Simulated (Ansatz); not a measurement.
Geometry optimisation, Ansatz, RKS B3LYP-D4/6-31G*.

input.yaml

```yaml
crystal:
  periodic: [false, false, false]
  atoms:
    - { symbol: C, position_ang: [-0.3582, -0.8548, -1.8475] }
    - { symbol: C, position_ang: [0.7004, -0.034, -1.1597] }
    - { symbol: "N", position_ang: [0.522, 0.1725, 0.2764] }
    - { symbol: C, position_ang: [0.6783, -1.0886, 1.0162] }
    - { symbol: C, position_ang: [-0.6324, 0.9278, 0.5989] }
    - { symbol: "N", position_ang: [-0.4364, 1.4764, 1.9458] }
    - { symbol: H, position_ang: [-0.4652, -1.8283, -1.4708] }
    - { symbol: H, position_ang: [-0.1496, -0.8634, -2.9369] }
    - { symbol: H, position_ang: [-1.3731, -0.2985, -1.7124] }
    - { symbol: H, position_ang: [1.6627, -0.5332, -1.3264] }
    - { symbol: H, position_ang: [0.7897, 0.9504, -1.6204] }
    - { symbol: H, position_ang: [-0.2552, -1.7185, 0.8509] }
    - { symbol: H, position_ang: [0.6286, -0.9062, 2.0845] }
    - { symbol: H, position_ang: [1.4724, -1.6571, 0.7585] }
    - { symbol: H, position_ang: [-0.7448, 1.7698, -0.0631] }
    - { symbol: H, position_ang: [-1.5491, 0.3783, 0.5848] }
    - { symbol: H, position_ang: [0.5304, 1.8405, 1.9723] }
    - { symbol: H, position_ang: [-1.058, 2.2783, 2.1005] }
basis:
  gaussian: { orbitals: "6-31G*" }
hamiltonian:
  xc: b3lyp
  dispersion: d4
relax:
  f_tol: 0.02
  max_steps: 50
```

Command:

```bash
$ ansatz run input.yaml --threads 2 --pin off --max-ram 3072MiB --backend cpu --events-out ev --progress --plain --runs-dir out
```

Q: Where does it end, and by what steps?

A: It converged. After 7 steps the energy has fallen by 0.576 eV; H18 moved furthest, 0.33 Å.

| step | energy less start (eV) | largest force component (eV/Å) | accepted |
| --- | --- | --- | --- |
| 0 | 0.0000 | 5.158 | yes |
| 1 | -0.5001 | 1.249 | yes |
| 2 | -0.5596 | 0.218 | yes |
| 3 | -0.5630 | 0.296 | yes |
| 4 | -0.5722 | 0.286 | yes |
| 5 | -0.5753 | 0.049 | yes |
| 6 | -0.5755 | 0.032 | yes |
| 7 | -0.5756 | 0.007 | yes |

```xyz
18
Properties=species:S:1:pos:R:3
C -0.418 -0.821 -1.901
C 0.711 -0.064 -1.181
N 0.557 0.132 0.258
C 0.614 -1.098 1.037
C -0.559 0.984 0.623
N -0.357 1.486 1.979
H -0.550 -1.831 -1.498
H -0.189 -0.916 -2.969
H -1.376 -0.296 -1.811
H 1.659 -0.594 -1.338
H 0.827 0.927 -1.639
H -0.221 -1.794 0.832
H 0.586 -0.841 2.097
H 1.553 -1.621 0.823
H -0.622 1.773 -0.148
H -1.532 0.455 0.620
H 0.448 2.109 1.988
H -1.169 2.021 2.281
```

Whether the end is a true minimum wasn't checked by a vibrational analysis.

The run took 27 s on 2 threads of Intel(R) Xeon(R) Platinum 8488C (Sapphire Rapids), with other jobs on the host, peak memory 0.31 GiB.
